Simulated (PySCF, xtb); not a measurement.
# Ranking isomers of CH2NSi

7 gas-phase structures of CH2NSi, found in a search over its isomers (lower ones may exist). Each was relaxed with GFN2-xTB; where two conformers were screened, the lower at r2SCAN-D4/def2-SVP is listed:

A. `[C]#[N+][SiH2-]`, a doublet
B. `N#C[SiH2]`, a doublet
C. `[CH]=[Si]=N`, a doublet
D. a doublet given by its coordinates
E. a doublet given by its coordinates
F. `[C]1=N[SiH2]1`, a doublet
G. `[CH2][Si]#N`, a doublet

E (Å):

```yaml
atoms:
  - { symbol: C, position_ang: [-0.4199, -1.3311, 0.6811] }
  - { symbol: N, position_ang: [-0.5214, -0.1905, 0.2933] }
  - { symbol: Si, position_ang: [-0.8238, 1.4795, 0.3883] }
  - { symbol: H, position_ang: [0.1793, 1.8186, -0.6431] }
  - { symbol: H, position_ang: [-0.8284, -2.2597, 0.3334] }
```

Close contacts (Å): C1–N2 1.21, N2–Si3 1.70, C1–H5 1.07, Si3–H4 1.48.

D (Å):

```xyz
5

C     0.4281   -0.3113    0.5470
N    -0.3194   -1.2702   -0.0502
Si   -1.6467   -1.3299    0.9558
H     0.3896    0.7144    0.2047
H     1.2359   -0.5768    1.2161
```

Close contacts (Å): C1–N2 1.35, C1–Si3 2.35, N2–Si3 1.67, C1–H4 1.08, C1–H5 1.08.

Estimate their order in r2SCAN-D4/def2-SVP energy at these geometries, lowest first.

Calculated order at r2SCAN-D4/def2-SVP: B (0.0), A (25.2), E (83.4), D (85.9), F (92.4), G (237.8), C (259.9) kJ/mol. Less than 1 kcal/mol parts E and D, so the order within that pair means little.

Energies above the lowest of each column, in kJ/mol; the last columns are at PBE0-D3(BJ)/def2-SVP geometries and were run for some of them only (a dash: not run or not comparable):

```json
{"structure": "B", "GFN2-xTB": "0.0", "HF/STO-3G": "0.0", "r2SCAN-D4/def2-SVP": "0.0", "PBE0-D3(BJ)/def2-SVP": "0.0", "CCSD(T)/def2-SVP": "0.0"}
{"structure": "A", "GFN2-xTB": "15.8", "HF/STO-3G": "24.6", "r2SCAN-D4/def2-SVP": "25.2", "PBE0-D3(BJ)/def2-SVP": "26.5", "CCSD(T)/def2-SVP": "29.5"}
{"structure": "E", "GFN2-xTB": "71.2", "HF/STO-3G": "162.2", "r2SCAN-D4/def2-SVP": "83.4", "PBE0-D3(BJ)/def2-SVP": "–", "CCSD(T)/def2-SVP": "–"}
{"structure": "D", "GFN2-xTB": "42.0", "HF/STO-3G": "178.9", "r2SCAN-D4/def2-SVP": "85.9", "PBE0-D3(BJ)/def2-SVP": "–", "CCSD(T)/def2-SVP": "–"}
{"structure": "F", "GFN2-xTB": "94.5", "HF/STO-3G": "181.3", "r2SCAN-D4/def2-SVP": "92.4", "PBE0-D3(BJ)/def2-SVP": "–", "CCSD(T)/def2-SVP": "–"}
{"structure": "G", "GFN2-xTB": "55.9", "HF/STO-3G": "264.3", "r2SCAN-D4/def2-SVP": "237.8", "PBE0-D3(BJ)/def2-SVP": "–", "CCSD(T)/def2-SVP": "–"}
{"structure": "C", "GFN2-xTB": "105.4", "HF/STO-3G": "453.5", "r2SCAN-D4/def2-SVP": "259.9", "PBE0-D3(BJ)/def2-SVP": "–", "CCSD(T)/def2-SVP": "–"}
```

Every level run on B puts it lowest or level with the lowest. Some further structures that were screened fall inside this span and aren't listed. Frequencies (GFN2-xTB) were run for A, B alone. Open shells are spin-unrestricted, some with notable spin contamination.

Over these structures GFN2-xTB departs from r2SCAN-D4/def2-SVP by 63.5 kJ/mol on average once a common shift is removed. A GFN2-xTB relaxation took about 0.12 s and the r2SCAN-D4/def2-SVP energy about 82 s on a shared host (PySCF 2.14.0, xtb 6.7.1).
